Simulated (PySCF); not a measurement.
**Electric field gradients and quadrupole coupling constants**

Compound: H₂O₂P (charge -1).
Atom-mapped SMILES: `[O:1]=[PH2:2][O-:3]` (hydrogens: H4, H5 on P2)

Structure used (PBE0-D3(BJ)/def2-SVP), in Å, numbered top down from 1:
```xyz
5
H2O2P angstrom
O     -1.2906    0.9129   -0.1951
P     -0.4303   -0.3269   -0.2310
O      1.0761   -0.3093   -0.3194
H     -0.8122   -1.1815    0.9006
H     -0.9399   -1.2094   -1.2887
```

Field gradients from the PBE0/pcSseg-1 density (PySCF, non-relativistic), principal values in atomic units, ordered |Vxx| ≤ |Vyy| ≤ |Vzz|:

| atom | Vxx | Vyy | Vzz |
| --- | --- | --- | --- |
| O1 | -0.3690 | -0.5253 | 0.8944 |
| O3 | -0.3683 | -0.5250 | 0.8932 |

Question: Find the asymmetry η = (Vxx − Vyy)/Vzz and the couplings χ = eQV/h (234.96 MHz × Q in barn × V in au), with Q(17O) = −0.0256 b.

Answer: 
```tsv
atom	environment	nucleus	η	χzz (MHz)	χxx (MHz)	χyy (MHz)
O1	oxygen bonded to P	17O	0.17	-5.38	2.22	3.16
O3	oxygen bonded to P	17O	0.18	-5.37	2.22	3.16
```

Question: What is Vzz at O1 in SI units (1 au = 9.71736 × 10²¹ V/m²)?

Answer: 0.8944 au = 8.691 × 10²¹ V/m².

Question: And the gradient at the other heavy atoms, for which no coupling is worked out here?

Answer: 
| atom | environment | Vzz (au) | η |
| --- | --- | --- | --- |
| P2 | phosphoryl phosphorus | -0.610 | 0.37 |

Question: What couplings would deuterons (Q(2H) = 0.00286 b) have in place of the hydrogens, at this geometry?

Answer: 
```
atom  bonded to  bond length (Å)  Vzz (au)     η  χzz (kHz)
  H4         P2            1.469    0.1334  0.07         90
  H5         P2            1.469    0.1333  0.07         90
```

Isolated species at its PBE0-D3(BJ)/def2-SVP geometry, gas phase. The pcSseg-1 basis has no diffuse functions, a weakness for an anion. With so small a basis the couplings can be 20 % off.
